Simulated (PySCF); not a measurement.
Members of the series N+XY, Y = H; each row names its spin state. All species are isolated molecules in the gas phase. One relaxed conformer stands for each flexible species; it need not be the lowest. Strings in code marks are SMILES.

Computed with PBE-D3(BJ)/def2-TZVP // PBE0-D3(BJ)/def2-TZVP (PySCF). 

| species | highest occupied spin orbital (eV) |
|---|---|
| X = H, multiplicity 3 (`[NH2+]` (lower triplet)) | ___ |
| X = cyano, multiplicity 3 (`[NH+]C#N` (lower triplet)) | -16.20 |
| X = boryl, multiplicity 1 (`B[NH+]` (lower singlet)) | – |
| X = boryl, multiplicity 3 (`B[NH+]` (excited triplet)) | -15.06 |
| X = ethynyl, multiplicity 3 (`[NH+]C#C` (lower triplet)) | -13.94 |
| X = mercapto, multiplicity 1 (`[NH+]S` (lower singlet; H–N–S–H torsion 0°)) | – |
| X = mercapto, multiplicity 3 (`[NH+]S` (excited triplet; H–N–S–H torsion 101°)) | -13.72 |

Q: Fill in the missing entries.

A: 
- X = H, multiplicity 3 (`[NH2+]` (lower triplet)), highest occupied spin orbital (eV): -18.93
